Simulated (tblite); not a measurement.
C₄H₇OS (doublet state).
SMILES with atom numbers: `[CH2:1][C:2](=[CH2:3])[S@@:4]([CH3:5])=[O:6]` (hydrogens: H7, H8 on C1; H9, H10 on C3; H11, H12, H13 on C5)

Cartesian coordinates in Å at the GFN2-xTB level; atoms count from 1:
```
atom  x, y, z in Å
C1    -1.0915    0.1828   -1.4308
C2    -0.7450    0.3731   -0.1237
C3    -1.5089    0.1650    0.9943
S4     0.9600    1.0246    0.1721
C5     1.6377   -0.6511    0.5780
O6     1.5037    1.3623   -1.1424
H7    -0.3768    0.4257   -2.1990
H8    -2.0602   -0.1809   -1.7243
H9    -1.1276    0.3902    1.9737
H10   -2.5118   -0.2180    0.9233
H11    2.7041   -0.5402    0.7452
H12    1.4617   -1.3181   -0.2588
H13    1.1502   -1.0149    1.4746
```

Method: GFN2-xTB as coded in tblite; computed harmonic values from a numerical Hessian at the method's own geometry, unscaled. This tight-binding method is rough: wavenumbers can miss measured ones by several per cent, in bad cases by 10 to 20. One conformer, not necessarily the lowest. Open shells enter through the occupations alone, without spin polarisation, and single modes of such species can be off by tens of per cent.

Harmonic wavenumbers (cm⁻¹): 65.7, 148.8, 181.0, 223.9, 302.4, 325.8, 360.5, 427.5, 480.5, 523.1, 585.4, 662.6, 755.9, 789.7, 882.8, 885.4, 924.9, 1019.2, 1137.0, 1250.4, 1282.0, 1361.3, 1435.2, 1440.0, 1451.8, 1483.4, 3053.0, 3063.7, 3076.0, 3098.9, 3108.0, 3137.7, 3146.1.

A = 4235, B = 2580, C = 2035 MHz; mass 103.022 u (most abundant isotopes); point group C1, symmetry number 1; spin multiplicity 2.

Zero-point energy?

Half the sum of the wavenumbers: 21035 cm⁻¹ = 60.14 kcal/mol.

What is S at 298.15 K and 1 bar for an ideal gas of classical rigid rotors and harmonic oscillators?

Translation 39.83, rotation 27.07, vibration 19.19, spin (R ln 2) 1.38: S = 87.5 cal/(mol K).

And Cp and H(298.15 K) − H(0)?

Cp = 30.53 cal/(mol K), of which vibrations give 22.58 (their classical limit is 33 R = 65.6); H(298.15 K) − H(0) = 5.63 kcal/mol without the zero-point energy, 3.26 from vibrations.

Blend soft modes into free rotors: weight 1/[1 + (100 cm⁻¹/ν̃)⁴] for the oscillator and the rest for a rotor with moment μB/(μ + B), μ = h/(8π²ν), B = 10⁻⁴⁴ kg m². What vibrational entropy results?

18.32 cal/(mol K) in place of 19.19, which changes −T·S at 298.15 K by +0.26 kcal/mol.

What must be added to the electronic energy to get the Gibbs energy at 298.15 K and 1 bar?

ZPE + [H(298.15 K) − H(0)] − T·S = 60.14 + 5.63 − 26.08 = 39.69 kcal/mol.

How do the functions run with temperature in this model?

```json
{"T (K)": "100", "S (cal/(mol K))": "63.9", "Cp (cal/(mol K))": "14.8", "H − H(0) (kcal/mol)": "1.07", "G − H(0) (kcal/mol)": "-5.32", "ln q(vib)": "0.77"}
{"T (K)": "200", "S (cal/(mol K))": "76.8", "Cp (cal/(mol K))": "23.3", "H − H(0) (kcal/mol)": "2.98", "G − H(0) (kcal/mol)": "-12.38", "ln q(vib)": "2.38"}
{"T (K)": "300", "S (cal/(mol K))": "87.7", "Cp (cal/(mol K))": "30.7", "H − H(0) (kcal/mol)": "5.69", "G − H(0) (kcal/mol)": "-20.61", "ln q(vib)": "4.19"}
{"T (K)": "500", "S (cal/(mol K))": "106.2", "Cp (cal/(mol K))": "41.9", "H − H(0) (kcal/mol)": "13.03", "G − H(0) (kcal/mol)": "-40.05", "ln q(vib)": "7.88"}
{"T (K)": "800", "S (cal/(mol K))": "128.3", "Cp (cal/(mol K))": "52.1", "H − H(0) (kcal/mol)": "27.28", "G − H(0) (kcal/mol)": "-75.36", "ln q(vib)": "13.10"}
{"T (K)": "1000", "S (cal/(mol K))": "140.4", "Cp (cal/(mol K))": "56.6", "H − H(0) (kcal/mol)": "38.17", "G − H(0) (kcal/mol)": "-102.27", "ln q(vib)": "16.26"}
```

q(vib) and H(0) count from the zero-point level.

Hindered rotation and anharmonicity are outside this model. Other conformers, if any are populated, would add a mixing term that is left out. The structure is chiral; the term R ln 2 for an equal mix with its mirror image is left out.
